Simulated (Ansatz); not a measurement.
**C₂H₄F+ (SMILES [CH2+]CF): functionals against CCSD(T) at one geometry**

A test off equilibrium: a structure displaced at random from a GFN2-xTB minimum is computed at several levels, and each is set against CCSD(T).

The runs use Ansatz 0.2.0, Gaussian basis; single points in def2-TZVPP.

Correlated methods freeze the cores.

## (1) Starting geometry

SMILES `[CH2+]CF`, 7 atoms, charge 1, spin multiplicity 1.

Atoms are counted from 1 here; the program's logs count them from 0.

Bond lengths: C1–C2 1.387 Å, C1–H4 1.169 Å, C1–H5 1.065 Å, C2–F3 1.330 Å, C2–H6 1.183 Å, C2–H7 1.067 Å. Angles: C2–C1–H4 117.2°, C2–C1–H5 125.0°, H4–C1–H5 117.0°, C1–C2–F3 116.6°, C1–C2–H6 111.8°, C1–C2–H7 117.3°, F3–C2–H6 107.8°, F3–C2–H7 107.2°, H6–C2–H7 93.5°.

Coordinates:

```xyz
7
C2H4F
C    -0.7435    0.1112   -0.4007
C     0.4376   -0.0475    0.3092
F     1.1074    1.0622    0.6055
H    -1.3217   -0.8598   -0.7008
H    -1.0828    1.0265   -0.8253
H     0.2680   -0.6469    1.3154
H     1.1446   -0.7516   -0.0687
```

## (2) CCSD(T)/def2-TZVPP

run/in.yaml

```yaml
crystal:
  periodic: [false, false, false]
  atoms:
    - {symbol: C, position_ang: [-0.743500, 0.111200, -0.400700]}
    - {symbol: C, position_ang: [0.437600, -0.047500, 0.309200]}
    - {symbol: F, position_ang: [1.107400, 1.062200, 0.605500]}
    - {symbol: H, position_ang: [-1.321700, -0.859800, -0.700800]}
    - {symbol: H, position_ang: [-1.082800, 1.026500, -0.825300]}
    - {symbol: H, position_ang: [0.268000, -0.646900, 1.315400]}
    - {symbol: H, position_ang: [1.144600, -0.751600, -0.068700]}
basis:
  gaussian: {orbitals: def2-TZVPP}
total_charge: 1
correlation: {method: ccsd_t}
output: {forces: true}
```

The command line of these runs was not kept.

## (3) PBE0-D4/def2-TZVPP

Changes to run/in.yaml since step 2:

```diff
@@ -13,3 +13,3 @@
 total_charge: 1
-correlation: {method: ccsd_t}
-output: {forces: true}
+hamiltonian: {xc: pbe0, dispersion: d4}
+output: {forces: true, orbitals: {seedname: orbitals}}
```

## (4) wB97M-V/def2-TZVPP

Changes to run/in.yaml since step 3:

```diff
@@ -13,3 +13,3 @@
 total_charge: 1
-hamiltonian: {xc: pbe0, dispersion: d4}
-output: {forces: true, orbitals: {seedname: orbitals}}
+hamiltonian: {xc: {name: wB97M-V}}
+output: {forces: true}
```

## (5) r2SCAN-D4/def2-TZVPP

Changes to run/in.yaml since step 4:

```diff
@@ -13,3 +13,3 @@
 total_charge: 1
-hamiltonian: {xc: {name: wB97M-V}}
+hamiltonian: {xc: r2scan, dispersion: d4}
 output: {forces: true}
```

## (6) PBE-D4/def2-TZVPP

Changes to run/in.yaml since step 5:

```diff
@@ -13,3 +13,3 @@
 total_charge: 1
-hamiltonian: {xc: r2scan, dispersion: d4}
+hamiltonian: {xc: pbe, dispersion: d4}
 output: {forces: true}
```

## (7) BLYP-D4/def2-TZVPP

Changes to run/in.yaml since step 6:

```diff
@@ -13,3 +13,3 @@
 total_charge: 1
-hamiltonian: {xc: pbe, dispersion: d4}
+hamiltonian: {xc: {name: BLYP}, dispersion: d4}
 output: {forces: true}
```

## (8) SPW92/def2-TZVPP

Changes to run/in.yaml since step 7:

```diff
@@ -13,3 +13,3 @@
 total_charge: 1
-hamiltonian: {xc: {name: BLYP}, dispersion: d4}
+hamiltonian: {xc: lda}
 output: {forces: true}
```

(Steps that only read results are left out.)

What does the calculation give? Wanted: energy less free atoms, CCSD(T)/def2-TZVPP; RMS force component; RMS force error; HOMO and LUMO, PBE0-D4; T1 diagnostic.

As calculated:

```
                                  quantity                                                                                         value
energy less free atoms, CCSD(T)/def2-TZVPP                                                                                -1603.3 kJ/mol
                       RMS force component                                                          1.264 to 1.313 eV/Å over the methods
                           RMS force error  PBE0-D4 0.204, wB97M-V 0.125, r2SCAN-D4 0.216, PBE-D4 0.326, BLYP-D4 0.301, SPW92 0.609 eV/Å
                    HOMO and LUMO, PBE0-D4                                                                          -16.75 and -11.11 eV
                             T1 diagnostic                                                                                         0.022
```

**Reading.** Against CCSD(T) the functionals' energies less atoms differ by -482.4 to -83.2 kJ/mol, PBE-D4 by -153.2 kJ/mol. The reference is not at the basis limit: in triple zeta CCSD(T) underbinds, which counts against methods that bind more; the gaps are no ranking. For forces wB97M-V does best and SPW92 worst.
